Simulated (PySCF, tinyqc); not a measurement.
Inside a calculation (part 2 of 2). Method: RHF in the sto-3g basis, for OH-, spin multiplicity 1. The basis has no diffuse functions, so it cannot describe the extra electron: this is an exercise in the method, not the real anion. The lowest restricted solution is unstable here: a spin-polarised one lies 0.0001 hartree lower (PySCF). Computed by tinyqc, a small Python program that keeps every step (integrals from PySCF). Command: `OMP_NUM_THREADS=1 python tinyqc.py 21856 21857 out.jsonl` (the two numbers bound the seeds that draw the settings). One thread of a shared host (Intel(R) Xeon(R) Processor @ 2.60GHz), about 0.1 s of CPU time with the checks.

Geometry (angstrom):
```
atom       x       y       z
O     0.0000  0.0000  0.0000
H     0.0000  0.0000  1.4820
```

## Convergence

Stop when the energy changes by less than 1e-09 hartree and every element of the error matrix X^T (F D S - S D F) X is below 9e-06.

Course of the cycle:
```
iteration  E (hartree)    change  largest element of the error matrix
1           -78.842169         -                             5.21e-01
2           -77.348422  1.49e+00                             3.62e-01
3           -76.325094  1.02e+00                             2.52e-01
4           -75.619824  7.05e-01                             1.76e-01
5           -75.131546  4.88e-01                             1.23e-01
6           -74.792405  3.39e-01                             8.56e-02
7           -74.556306  2.36e-01                             5.98e-02
8           -74.391673  1.65e-01                             4.18e-02
9           -74.276743  1.15e-01                             2.93e-02
10          -74.196444  8.03e-02                             2.05e-02
11          -74.140310  5.61e-02                             1.43e-02
12          -74.101053  3.93e-02                             1.00e-02
13          -74.073591  2.75e-02                             7.02e-03
14          -74.054376  1.92e-02                             4.91e-03
...                ...       ...                                  ...
49          -74.009571  7.27e-08                             1.86e-08
50          -74.009571  5.09e-08                             1.30e-08
51          -74.009571  3.56e-08                             9.12e-09
52          -74.009571  2.49e-08                             6.38e-09
53          -74.009571  1.75e-08                             4.47e-09
54          -74.009571  1.22e-08                             3.13e-09
55          -74.009571  8.55e-09                             2.19e-09
56          -74.009571  5.99e-09                             1.53e-09
57          -74.009571  4.19e-09                             1.07e-09
58          -74.009571  2.93e-09                             7.51e-10
59          -74.009571  2.05e-09                             5.26e-10
60          -74.009571  1.44e-09                             3.68e-10
61          -74.009571  1.01e-09                             2.58e-10
62          -74.009571  7.04e-10                             1.80e-10
```

PySCF RHF in the same basis = -74.009571 hartree

Converged in 62 iterations.

## Populations, bond orders and dipole

D after iteration 62, order 1O 1s, 1O 2s, 1O 2px, 1O 2py, 1O 2pz, 2H 1s:
```
[[2.1179, -0.5010, 0.0000, 0.0000, 0.0603, 0.0234],
 [-0.5010, 2.1360, 0.0000, 0.0000, -0.2789, -0.2090],
 [0.0000, 0.0000, 2.0000, 0.0000, 0.0000, 0.0000],
 [0.0000, 0.0000, 0.0000, 2.0000, 0.0000, 0.0000],
 [0.0603, -0.2789, 0.0000, 0.0000, 0.3942, 0.7247],
 [0.0234, -0.2090, 0.0000, 0.0000, 0.7247, 1.3798]]
```

overlap S, order 1O 1s, 1O 2s, 1O 2px, 1O 2py, 1O 2pz, 2H 1s:
```
[[1.0000, 0.2367, 0.0000, 0.0000, 0.0000, 0.0160],
 [0.2367, 1.0000, 0.0000, 0.0000, 0.0000, 0.2053],
 [0.0000, 0.0000, 1.0000, 0.0000, 0.0000, 0.0000],
 [0.0000, 0.0000, 0.0000, 1.0000, 0.0000, 0.0000],
 [0.0000, 0.0000, 0.0000, 0.0000, 1.0000, 0.2031],
 [0.0160, 0.2053, 0.0000, 0.0000, 0.2031, 1.0000]]
```

Mulliken: Z minus the diagonal of D S on the atom; Loewdin: the same with S^(1/2) D S^(1/2); Mayer order: 2 sum_s sum (D(s) S)_ij (D(s) S)_ji over the two atoms.

Charges (e):
```
atom  Mulliken  Loewdin
1O     -0.5156  -0.5243
2H     -0.4844  -0.4757
```

Mayer bond orders:
```
pair   order
2-1   0.7653
```

dipole moment about the origin, x y z (debye): [0.0000, 0.0000, -2.9158]
